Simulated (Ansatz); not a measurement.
[H···H···SiH$_{3}$], doublet along the distance H1-H2

Starting geometry:

```xyz
6

H    -2.7234    0.0000    0.0000
H    -1.9784    0.0000    0.0000
Si    0.1086    0.0000    0.0000
H     0.5586   -1.4163    0.0000
H     0.5586    0.7081   -1.2265
H     0.5586    0.7081    1.2265
```

From there H2 is moved from one fragment to the other while all else, the fragments' distance too, stays fixed; atoms are numbered as listed. Energies are in kcal/mol, counted from the starting geometry at the same level.

Basis 6-31G; Ansatz 0.2.0. Correlated methods freeze the noble-gas cores. R marks a restricted (for open shells ROHF) determinant, U an unrestricted one. Active spaces: valence = (9e, 9o) chosen from the atoms' valence shells.

Runs in a small pair space aren't shown, since their orbitals change along the scan.

Full CI is exact within this basis and frozen core; it isn't the basis-set limit. The frozen core follows each run's orbitals, which can shift R against U totals by a few meV.

| distance H1-H2 (Å) | full CI | unpaired electrons (full CI) | error RHF | error UHF | error RCCSD(T) | error BCCD(T) | error RCCSDT(Q) | error MRCISD+Q (valence space) |
| --- | --- | --- | --- | --- | --- | --- | --- | --- |
| 0.693 | 0.9 | 1.03 | -0.9 | -0.6 | 0.0 | 0.0 | 0.0 | 0.0 |
| 0.745 | 0.0 | 1.03 | 0.0 | 0.0 | 0.0 | 0.0 | 0.0 | 0.0 |
| 0.837 | 2.7 | 1.03 | 1.9 | 0.9 | 0.0 | 0.0 | 0.0 | 0.0 |
| 0.930 | 7.6 | 1.03 | 3.9 | 1.1 | 0.0 | 0.0 | 0.0 | 0.0 |
| 1.022 | 11.8 | 1.04 | 5.0 | 0.5 | 0.1 | 0.1 | 0.0 | 0.0 |
| 1.115 | 14.0 | 1.04 | 2.6 | -0.9 | 0.1 | 0.1 | 0.0 | 0.0 |
| 1.207 | 14.3 | 1.03 | -1.0 | -2.4 | 0.0 | 0.0 | 0.0 | 0.0 |
| 1.300 | 14.2 | 1.03 | -3.8 | -3.9 | 0.0 | 0.0 | 0.0 | 0.0 |
| 1.392 | 15.7 | 1.03 | -5.7 | -5.1 | 0.0 | 0.0 | 0.0 | 0.1 |

Unpaired electrons are Σ n²(2−n)² over natural occupations. Errors are those of relative energies. In total energy the starting point itself misses full CI by: RHF 61.5, UHF 60.0, RCCSD(T) 0.2, BCCD(T) 0.2, RCCSDT(Q) 0.0, MRCISD+Q (valence space) 0.3 kcal/mol.

Spread of the error over the points with a reference, to 1.392 Å (largest less smallest): RCCSDT(Q) 0.0, BCCD(T) 0.1, RCCSD(T) 0.1, MRCISD+Q (valence space) 0.1, UHF 6.3, RHF 10.7 kcal/mol.
